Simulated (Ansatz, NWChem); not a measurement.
# Predicting a hybrid from its neighbours: NaLi (lithium sodium)

NaLi: 2 atoms, total charge 0, spin state singlet. SMILES: `[Li][Na]`. The bond length is the measured one.

The HOMO–LUMO gap y, in eV, basis cc-pVTZ; a is the functional's share of exact exchange. Programs: Ansatz 0.2.0, NWChem 7.3.0.

| functional | program | a | y (eV) |
| --- | --- | --- | --- |
| TPSS | NWChem | 0 | 1.54 |
| revPBE | Ansatz | 0 | 1.41 |
| B3LYP | Ansatz | 0.2 | ? |
| r2SCAN0 | Ansatz | 0.25 | 2.50 |
| PBE0 | Ansatz | 0.25 | 2.40 |
| BHLYP | Ansatz | 0.5 | 3.29 |

Question: Fit y = c + s·a to the known rows and predict B3LYP.

Answer: 
1. Means of the 5 rows: a = 0.2000, y = 2.228.
2. Σ(Δa)² = 0.175, Σ(Δa·Δy) = 0.642, so the slope is 0.642/0.175 = 3.6686.
3. Intercept: 2.228 − (3.6686) × 0.2000 = 1.494. The largest residual of the fit is 0.089.
4. B3LYP: 1.494 + (3.6686) × 0.2 = 2.23 eV.

The run gave 2.15 eV, so the prediction is off by +0.08 eV, within the scatter of the fit. Exact exchange lowers occupied levels and raises empty ones. The rows mix families of semi-local functionals, which the line can't see.
